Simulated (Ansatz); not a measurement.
Geometry optimisation, RKS BHLYP-D4/def2-mTZVP in Ansatz 0.2.0.

The input (input.yaml):

```yaml
crystal:
  periodic: [false, false, false]
  atoms:
    - { symbol: B, position_ang: [0.023112, -0.515715, -0.339619] }
    - { symbol: H, position_ang: [-0.01668, 0.232346, 1.9369] }
    - { symbol: H, position_ang: [1.022128, 0.079392, -0.465677] }
    - { symbol: F, position_ang: [-1.134552, 0.02423, -0.57694] }
    - { symbol: Cl, position_ang: [0.068908, -2.276531, 0.115437] }
    - { symbol: H, position_ang: [0.053385, -0.467421, 1.954598] }
basis:
  gaussian: { orbitals: def2-mTZVP }
hamiltonian:
  xc: { name: BHLYP }
  dispersion: d4
relax:
  f_tol: 0.03
  max_steps: 50
```

Run as:

```bash
$ ansatz run input.yaml --threads 1 --pin off --max-ram 2048MiB --backend cpu --events-out ev --progress --plain --runs-dir out
```

Where does it end, and by what steps?

It converged. The force dipped under the threshold on the way, but the program's further checks kept it going. After 15 steps the energy has fallen by 0.199 eV; H6 moved furthest, 0.63 Å.

```json
{"step": "0", "energy less start (eV)": "0.0000", "largest force component (eV/Å)": "1.402", "accepted": "yes"}
{"step": "1", "energy less start (eV)": "-0.1365", "largest force component (eV/Å)": "0.809", "accepted": "yes"}
{"step": "2", "energy less start (eV)": "-0.0762", "largest force component (eV/Å)": "1.499", "accepted": "no"}
{"step": "3", "energy less start (eV)": "-0.1502", "largest force component (eV/Å)": "0.772", "accepted": "yes"}
{"step": "4", "energy less start (eV)": "-0.1740", "largest force component (eV/Å)": "0.679", "accepted": "yes"}
{"step": "5", "energy less start (eV)": "-0.1919", "largest force component (eV/Å)": "0.208", "accepted": "yes"}
{"step": "6", "energy less start (eV)": "-0.1967", "largest force component (eV/Å)": "0.046", "accepted": "yes"}
{"step": "7", "energy less start (eV)": "-0.1978", "largest force component (eV/Å)": "0.014", "accepted": "yes"}
{"step": "8", "energy less start (eV)": "-0.1977", "largest force component (eV/Å)": "0.189", "accepted": "no"}
{"step": "9", "energy less start (eV)": "-0.1981", "largest force component (eV/Å)": "0.035", "accepted": "yes"}
{"step": "10", "energy less start (eV)": "-0.1967", "largest force component (eV/Å)": "0.207", "accepted": "no"}
{"step": "11", "energy less start (eV)": "-0.1983", "largest force component (eV/Å)": "0.010", "accepted": "yes"}
{"step": "12", "energy less start (eV)": "-0.1984", "largest force component (eV/Å)": "0.089", "accepted": "yes"}
{"step": "13", "energy less start (eV)": "-0.1980", "largest force component (eV/Å)": "0.126", "accepted": "no"}
{"step": "14", "energy less start (eV)": "-0.1985", "largest force component (eV/Å)": "0.053", "accepted": "yes"}
{"step": "15", "energy less start (eV)": "-0.1986", "largest force component (eV/Å)": "0.005", "accepted": "yes"}
```

```xyz
6
Properties=species:S:1:pos:R:3
B 0.031 -0.654 -0.583
H -0.134 0.436 2.366
H 1.034 -0.046 -0.649
F -1.118 -0.048 -0.695
Cl 0.056 -2.386 -0.340
H 0.147 -0.226 2.524
```

Whether the end is a true minimum wasn't checked by a vibrational analysis.

Run time: 34 s on 1 thread of Arm Neoverse V2 (shared host), peak memory 0.13 GiB.
